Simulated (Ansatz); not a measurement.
**Worked example: C2H4O2 → C2H3O2 + H**

Species: C2H4O2 (methyl formate) `COC=O`, singlet; C2H3O2 `CO[C]=O`, doublet; H atom, doublet. 

Shapes, held fixed at every level: PBE0-D4/def2-TZVP. Flexible molecules stand in one conformer, not always the lowest. Programs: Ansatz 0.2.0. The zero-point and thermal change to 298 K, harmonic and unscaled (PBE0-D4/def2-TZVP), is -27.3 kJ/mol.

At CCSD(T)/CBS estimate; 1 Eh = 2625.50 kJ/mol:

| species | energy (Eh) |
| --- | --- |
| C2H4O2 | -228.848040 |
| C2H3O2 | -228.177923 |
| H | -0.500000 |

**Question.** Work out ΔH(298 K) of the reaction at this level.

**Answer.** 
1. Products less reactants: (-228.177923) + (-0.500000) − [(-228.848040)] = 0.170117 Eh = +446.6 kJ/mol.
2. With the thermal change: +446.6 + (-27.3) = +419.3 kJ/mol.

Other levels give +325.2 (HF/def2-TZVPP) to +416.1 kJ/mol (wB97M-V/def2-TZVPP). No measured value is set beside it here. Open shells run unrestricted unless RO is named. The CBS estimate extrapolates MP2 from def2-TZVPP and def2-QZVPP and adds CCSD(T) − MP2 in the triple-zeta set, cores frozen.
